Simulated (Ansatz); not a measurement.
Process, species as SMILES: OO (H2O2) → 2 H atom + 2 O atom
B3LYP-D3(BJ)/def2-TZVP geometries, fixed; electronic energies without zero-point terms.
Largest species:
```xyz
4

O      0.0155     0.7238    -0.0702
O     -0.0112    -0.7261    -0.0419
H      0.8057     0.8967     0.4614
H     -0.8394    -0.8786     0.4355
```

Basis-set convergence of the atomisation energy at B2PLYP with Ansatz (a first-principles code). Cartesian d functions, on some or all atoms, in 6-31G*, 6-31G**; all else is spherical. Cores are frozen. Open shells are unrestricted. No added dispersion term, no relativity. Functions are those of the species that has most. Reference: the value in aug-pcseg-3, 266.87 kcal/mol, itself unsure by roughly 0.35 kcal/mol (its mean distance from aug-cc-pVQZ, cc-pV5Z, def2-QZVPPD). Deviations are taken from unrounded values.

```
basis              functions  atomisation energy (kcal/mol)  minus reference (kcal/mol)
-----------------  ---------  -----------------------------  --------------------------
def2-SV(P)                32                         240.11                      -26.76
6-31G*                    34                         247.02                      -19.85
def2-SVP                  38                         254.51                      -12.36
6-31G**                   40                         255.74                      -11.13
6-311G**                  48                         254.33                      -12.54
6-311+G**                 56                         256.00                      -10.87
def2-SVPD                 62                         261.07                       -5.80
cc-pVTZ                   88                         262.69                       -4.18
def2-TZVPP                90                         263.42                       -3.45
jun-cc-pV(T+d)Z          106                         264.15                       -2.72
6-311++G(3df,3pd)        114                         265.64                       -1.23
def2-TZVPPD              114                         264.31                       -2.56
cc-pVQZ                  170                         265.72                       -1.15
def2-QZVPP               174                         265.85                       -1.02
def2-QZVPPD              198                         266.16                       -0.71
aug-cc-pVQZ              252                         266.62                       -0.25
aug-pcseg-3              268                         266.87                        0.00
cc-pV5Z                  292                         266.79                       -0.08
```
